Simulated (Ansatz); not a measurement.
Mulliken charges of C₃H₅F₂ (`F[CH]CCF`) radical from PBE/def2-TZVPP in Ansatz (PBE0-D4/def2-TZVP geometry).

```json
{"atom": "F1", "x (Å)": "-1.858", "y (Å)": "-0.498", "z (Å)": "0.983", "charge (e)": "-0.160"}
{"atom": "C2", "x (Å)": "-0.542", "y (Å)": "-0.427", "z (Å)": "1.240", "charge (e)": "0.023"}
{"atom": "C3", "x (Å)": "0.339", "y (Å)": "-0.574", "z (Å)": "0.066", "charge (e)": "-0.098"}
{"atom": "C4", "x (Å)": "0.239", "y (Å)": "0.571", "z (Å)": "-0.929", "charge (e)": "0.055"}
{"atom": "F5", "x (Å)": "0.684", "y (Å)": "1.743", "z (Å)": "-0.346", "charge (e)": "-0.212"}
{"atom": "H6", "x (Å)": "-0.310", "y (Å)": "0.189", "z (Å)": "2.102", "charge (e)": "0.097"}
{"atom": "H7", "x (Å)": "0.092", "y (Å)": "-1.501", "z (Å)": "-0.467", "charge (e)": "0.067"}
{"atom": "H8", "x (Å)": "1.373", "y (Å)": "-0.659", "z (Å)": "0.409", "charge (e)": "0.072"}
{"atom": "H9", "x (Å)": "-0.796", "y (Å)": "0.726", "z (Å)": "-1.247", "charge (e)": "0.080"}
{"atom": "H10", "x (Å)": "0.862", "y (Å)": "0.376", "z (Å)": "-1.807", "charge (e)": "0.076"}
```

**Question.** By hand: the dipole of these point charges (1 e Å = 4.8032 D).

**Answer.** Σ q r = (0.197, -0.255, -0.148) e Å, of length 0.355 e Å = 1.71 D.

**Question.** How does the dipole of the full density compare? (An estimate is asked.)

**Answer.** Ansatz gave: (0.164, -0.214, -0.160) e Å, 1.51 D; the point charges give 1.13 times that, at 6° from its direction.

Point charges leave out the atoms' own dipoles, such as those of lone pairs, and Mulliken's split depends on the basis, so the close match here is no proof of good charges.
